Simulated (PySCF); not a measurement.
Computed with r2SCAN-D4/def2-TZVP // r2SCAN-D4/def2-SVP run with PySCF. Isolated molecules, 0 K electronic values unless said otherwise. 

Reference species (SMILES): `[OH]` (neutral, multiplicity 2).

| Item | Value |
|---|---|
| highest occupied spin orbital | -7.57 eV |

Changed species: `[CH3]` (free radical CH3; the reference has free radical OH).

**Question.** Predict the effect on the highest occupied spin orbital.

**Answer.** the highest occupied spin orbital rises by 1.69 eV, to -5.88 eV.
